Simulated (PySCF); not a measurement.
# C3H4F2: the cost of one run

Programs: PySCF 2.14.0, with density-fitted response routines of our own. Each step states its level of theory. These are calculated values for one molecule in the gas phase, unless marked as measured. Atoms count from 0, in the outputs and in this text.

### 1 Starting geometry

9 atoms, charge 0, multiplicity 1; geometry from: GFN2-xTB. The atoms were then displaced at random by about 0.01 Å, so the start is not that level's minimum.

Bonds of the start (Å): C0–C1 1.35, C1–C2 1.51, C2–F3 1.33, C2–F4 1.36, C0–H5 1.06, C0–H6 1.08, C1–H7 1.08, C2–H8 1.11.

### 2 Relaxing the molecule at PBE0-D3(BJ)/def2-SVP

The job: settings as JSON, then the geometry in Å.

```
{"job": {"xc": "PBE0", "basis": "def2-SVP", "d3": "d3bj", "grid": 1, "shake": 0.01, "kind": "geom"}, "charge": 0, "multiplicity": 1}
C      1.394200     0.136680     0.235030
C      0.084630     0.360460     0.452080
C     -1.026010    -0.313170    -0.323160
F     -1.859010     0.606770    -0.793700
F     -0.545330    -0.994230    -1.401290
H      1.709310    -0.509440    -0.538030
H      2.139950     0.662510     0.807310
H     -0.259290     1.051600     1.203590
H     -1.580650    -1.018340     0.324440
```

Launch:

```sh
$ OMP_NUM_THREADS=1 python probes_run.py task.json out
```

One launch serves the whole session: the jobs run in the order shown.

**Question.** How long does this first job take on 1 thread of Arm Neoverse V2, shared host, and how much memory does it need?

About 20 s, with a peak of 0.38 GiB.
